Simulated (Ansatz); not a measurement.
fcc Pb, treated with PBE (plane waves, PAW; Ansatz, an electronic-structure program).

Numerical settings: plane-wave cutoff 500 eV, 26×26×26 k mesh, Fermi–Dirac smearing 0.1 eV, scalar-relativistic PAW data made under PBE.

Computed at the level's own relaxed cell.

### Question
Estimate the volume per atom and lattice constant a that the calculation returns.

### Answer

* **volume per atom**: 32.05 Å³/atom
* **lattice constant a**: 5.042 Å

Measured, for comparison: equilibrium volume per atom 29.45 Å³/atom (low-temperature or extrapolated to 0 K; zero-point anharmonic expansion removed; as tabulated in Csonka et al. (2009), arXiv:0903.4037); lattice constant a 4.902 Å (low-temperature or extrapolated to 0 K; zero-point anharmonic expansion removed, our sources range from 4.902 to 4.912; as tabulated in Csonka et al. (2009), arXiv:0903.4037). Computed (rounded) less measured: equilibrium volume per atom +8.8 %, lattice constant a +2.9 % (+2.6 % to +2.9 % over the range).

Spin–orbit coupling is not included; it can shift volumes and moduli of such heavy elements.

Static lattice: no zero-point or thermal effects.

Computing time: roughly 25 core-seconds.
